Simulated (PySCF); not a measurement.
**Working out the ionisation energy of Ar**

Ar [Ar] (1S) → Ar⁺ [Ne] 3s2 3p5 (2P). Calculation: PySCF 2.14, in aug-cc-pwCVDZ (6s5p3d, 36 functions); the non-relativistic Hamiltonian (point nucleus). Frozen: [Ne]. Energies in hartree (1 hartree = 27.21139 eV):

| part | Ar (lower) | Ar⁺ (upper) |
| --- | --- | --- |
| UHF | -526.800989 | -526.261926 |
| CCSD correlation | -0.177721 | -0.147509 |
| (T) | -0.003181 | -0.002203 |

Q: What does Hartree-Fock give?

A: (-526.261926) − (-526.800989) = 0.539063 hartree = 14.669 eV.

Q: What do CCSD and CCSD(T) give?

A: The CCSD correlation energies differ by 0.030212 hartree = 0.822 eV and the triples by 0.000978 hartree = 0.027 eV, so CCSD gives 15.491 eV and CCSD(T) 15.518 eV.

Measured between the centres of the two terms (NIST): 15.819 eV, so CCSD(T) (valence) is off by -0.301 eV.

A double-zeta basis recovers only part of the correlation energy.

What remains against the reference includes basis incompleteness, the frozen core and higher excitations.
